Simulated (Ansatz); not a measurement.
Geometry optimisation, Ansatz 0.2.0, RKS r2SCAN/def2-SVP.

input.yaml

```yaml
crystal:
  periodic: [false, false, false]
  atoms:
    - { symbol: Si, position_ang: [0.262314, 0.00301, 0.121353] }
    - { symbol: Si, position_ang: [0.176147, 0.006685, 2.376327] }
    - { symbol: H, position_ang: [-1.07489, -0.574131, 2.983534] }
    - { symbol: H, position_ang: [1.304145, -0.82131, 2.919618] }
    - { symbol: H, position_ang: [0.336642, 1.39808, 2.910015] }
    - { symbol: H, position_ang: [1.719214, -0.058143, -0.24566] }
    - { symbol: H, position_ang: [-0.295681, 1.238266, -0.494272] }
    - { symbol: H, position_ang: [-0.366716, -1.226526, -0.450199] }
    - { symbol: O, position_ang: [-2.540274, 0.191683, 0.772314] }
    - { symbol: H, position_ang: [-2.837573, -0.536108, 0.206816] }
    - { symbol: H, position_ang: [-2.372927, -0.251206, 1.635454] }
basis:
  gaussian: { orbitals: def2-SVP }
hamiltonian:
  xc: r2scan
relax:
  f_tol: 0.03
  max_steps: 50
```

Launched with:

```bash
$ ansatz run input.yaml --threads 2 --pin off --max-ram 3072MiB --backend cpu --events-out ev --progress --plain --runs-dir out
```

Question: Where does it end, and by what steps?

Answer: The run converged. The force dipped under the threshold on the way, but the program's further checks kept it going. After 26 steps the energy has fallen by 0.186 eV; H10 moved furthest, 1.38 Å.

```csv
step,energy less start (eV),largest force component (eV/Å),accepted
0,0.0000,1.254,yes
1,-0.0881,0.418,yes
2,-0.0763,1.180,no
3,-0.1030,0.203,yes
4,-0.1095,0.126,yes
5,-0.1203,0.157,yes
6,-0.0949,1.329,no
7,-0.1273,0.138,yes
8,-0.1321,0.325,yes
9,-0.1319,0.705,no
10,-0.1373,0.263,yes
11,-0.1435,0.132,yes
12,-0.1486,0.343,yes
13,-0.1383,0.981,no
14,-0.1559,0.134,yes
15,-0.1614,0.099,yes
16,-0.1620,0.573,yes
17,-0.1519,1.090,no
18,-0.1739,0.078,yes
19,-0.1783,0.032,yes
20,-0.1714,0.743,no
21,-0.1803,0.095,yes
22,-0.1807,0.271,yes
23,-0.1845,0.010,yes
24,-0.1851,0.115,yes
25,-0.1854,0.139,yes
26,-0.1861,0.004,yes
```

```xyz
11
Properties=species:S:1:pos:R:3
Si 0.305 -0.222 0.113
Si 0.225 0.014 2.448
H -0.579 -1.080 3.068
H 1.614 -0.075 3.007
H -0.331 1.345 2.831
H 1.710 -0.382 -0.382
H -0.267 0.976 -0.579
H -0.458 -1.427 -0.343
O -2.515 0.129 1.234
H -2.642 0.791 0.540
H -2.752 -0.700 0.798
```

Whether the end is a true minimum wasn't checked by a vibrational analysis.

The run took 62 s on 2 threads of Arm Neoverse V2 (shared host), peak memory 0.14 GiB.
